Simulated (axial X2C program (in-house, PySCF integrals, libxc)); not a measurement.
**A two-component session on Si₂⁺: properties at the nuclei**

Aim: properties at the nuclei of Si₂⁺, with spin–orbit coupling in the Hamiltonian from the start.

Computed with an in-house X2C program for linear molecules on PySCF integrals. Level: two-component X2C with atomic mean-field terms, Si dyall-v3z.

All values are calculated.

## Step 1: The job

Contents of task.json:

```json
{"zs": [14, 14], "q": 1, "bas": ["dyall-v3z", "dyall-v3z"], "r0": 2.32, "levels": ["PBE0", "HF", "PBE50", "BP86", "BHandHLYP"], "nst": 3}
```

Keys: zs atomic numbers; q charge; bas basis sets; r0 starting distance in Å; levels methods (HF also brings MP2); nst determinants followed.

Launch:

```console
$ python soeom.py task.json out
```

After this run come: Expectation values, lowest determinant; Expectation values, a higher determinant; Expectation values, a higher determinant.

Before running it: what results should come out? Wanted: lowest determinant; A∥/gI Si; qzz Si; higher determinant (for each run or level that gives them).

As calculated:

```
                                quantity                                                  value
                      lowest determinant                Ω = 3/2 (excess of +ω over −ω: ω = 3/2)
                    A∥/gI Si (MHz), PBE0                                                  -7.12
                     qzz Si (a.u.), PBE0                                                  -0.66
                      higher determinant  Ω = 1/2 (excess of +ω over −ω: 2 × ω = -1/2, ω = 3/2)
A∥/gI Si (MHz), PBE0, higher determinant                                                   -299
 qzz Si (a.u.), PBE0, higher determinant                                                  -0.73
                      higher determinant                Ω = 1/2 (excess of +ω over −ω: ω = 1/2)
A∥/gI Si (MHz), PBE0, higher determinant                                                    305
 qzz Si (a.u.), PBE0, higher determinant                                                  -2.42
```

In words: The expectation values come from single determinants, which for open shells can mix terms of unlike spin or miss the lowest Ω, so a determinant need not be a state. A∥ is the parallel hyperfine constant, which follows by multiplying with the nuclear g factor gI = μI/(I μN); qzz is the electric field gradient, eQq0 = 234.96 MHz × Q/barn × qzz. The operators were transformed with the bare-nucleus X2C matrices.
